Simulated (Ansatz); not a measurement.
Ansatz (a first-principles code) input (B3LYP/6-31G**): The .json file is the Basis Set Exchange's 6-31G**.

Ansatz 0.2 input:
```yaml
crystal:
  periodic: [false, false, false]
  atoms:
    - {symbol: C, position_ang: [0.66635149, -0.08229039, 0.02948477]}
    - {symbol: C, position_ang: [-0.57464739, 0.07096549, -0.02542704]}
    - {symbol: H, position_ang: [1.73846136, -0.21468951, 0.07692356]}
    - {symbol: H, position_ang: [-1.02215701, 1.01799782, -0.36525859]}
    - {symbol: H, position_ang: [-1.26652897, -0.73535889, 0.26398866]}
basis:
  gaussian:
    orbitals: 6-31G__.json
hamiltonian:
  xc: {name: B3LYP}
total_charge: 1
output: {forces: true}
```

Output:

```
WARN ansatz: RAYON_NUM_THREADS=1 ignored (pool sized by the plan → 1); use --threads N
Functional definition: B3LYP
integrals: 0.01 GiB planned
444 factors; integrals over basis functions are off by at most 1.2e-3 eV
mean field: 0.09 GiB planned
mean field evaluation 1: about -2105.1461 eV, gradient 5.1e1 eV
mean field evaluation 2: about -2104.1710 eV, gradient 5.2e1 eV
mean field evaluation 4: about -2111.3535 eV, gradient 2.4e0 eV
mean field evaluation 8: about -2111.3698 eV, gradient 2.9e-2 eV
mean field -2111.36976595 eV, -77.5914077610 hartree, gradient 6.8e-6 eV, S^2 0.000000; 0 other end points of the search recorded, 0 dependent functions left out
the calculation of the forces begins
reference -2111.36991361 eV, -77.5914131874 hartree; 7, 7 occupied and 38, 38 virtual orbitals, 444 factors
Total energy: -2111.36991361 eV, -77.5914131874 hartree
Atom 0 at     0.666351    -0.082290     0.029485 Å, force     0.732957    -0.090516     0.032432 eV/Å
Atom 1 at    -0.574647     0.070965    -0.025427 Å, force    -0.743814     0.091857    -0.032912 eV/Å
Atom 2 at     1.738461    -0.214690     0.076924 Å, force     0.108725    -0.013427     0.004811 eV/Å
Atom 3 at    -1.022157     1.017998    -0.365259 Å, force    -0.040763     0.064667    -0.023204 eV/Å
Atom 4 at    -1.266529    -0.735359     0.263989 Å, force    -0.057104    -0.052581     0.018874 eV/Å
Dipole moment:     0.115663    -0.014284     0.005118 e Å
```

The dipole moment of an ion depends on the origin.
